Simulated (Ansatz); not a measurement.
Ansatz (a first-principles code) input (B3LYP/3-21G): The .json file is the Basis Set Exchange's 3-21G.

Ansatz 0.2 input:
```yaml
crystal:
  periodic: [false, false, false]
  atoms:
    - {symbol: N, position_ang: [-0.00000000, 0.00000000, 0.00000000]}
    - {symbol: H, position_ang: [0.01428541, 0.96188359, -0.35397200]}
    - {symbol: H, position_ang: [0.83339821, -0.49769460, -0.32934452]}
    - {symbol: H, position_ang: [-0.84032710, -0.47735428, -0.34161902]}
    - {symbol: H, position_ang: [-0.00735652, 0.01316529, 1.02493554]}
basis:
  gaussian:
    orbitals: 3-21G.json
hamiltonian:
  xc: {name: B3LYP}
total_charge: 1
output: {forces: true}
```

From the last part of the output:

```
Functional definition: B3LYP
integrals: 0.00 GiB planned
207 factors; integrals over basis functions are off by at most 8.0e-4 eV
mean field: 0.05 GiB planned
mean field evaluation 1: about -1530.3567 eV, gradient 7.6e1 eV
mean field evaluation 2: about -1526.3291 eV, gradient 8.1e1 eV
mean field evaluation 4: about -1540.0476 eV, gradient 5.0e-2 eV
mean field evaluation 8: about -1540.0284 eV, gradient 1.2e-3 eV
mean field -1540.02843662 eV, -56.5950011771 hartree, gradient 4.7e-5 eV, S^2 0.000000; 0 other end points of the search recorded, 0 dependent functions left out
the calculation of the forces begins
reference -1540.02853012 eV, -56.5950046130 hartree; 5, 5 occupied and 12, 12 virtual orbitals, 207 factors
Total energy: -1540.02853012 eV, -56.5950046130 hartree
Atom 0 at    -0.000000     0.000000     0.000000 Å, force    -0.000000    -0.000000     0.000000 eV/Å
Atom 1 at     0.014285     0.961884    -0.353972 Å, force     0.007391     0.497656    -0.183137 eV/Å
Atom 2 at     0.833398    -0.497695    -0.329345 Å, force     0.431181    -0.257495    -0.170395 eV/Å
Atom 3 at    -0.840327    -0.477354    -0.341619 Å, force    -0.434765    -0.246972    -0.176746 eV/Å
Atom 4 at    -0.007357     0.013165     1.024936 Å, force    -0.003806     0.006811     0.530277 eV/Å
Dipole moment:     0.000000     0.000000    -0.000000 e Å
```

The dipole moment of an ion depends on the origin.
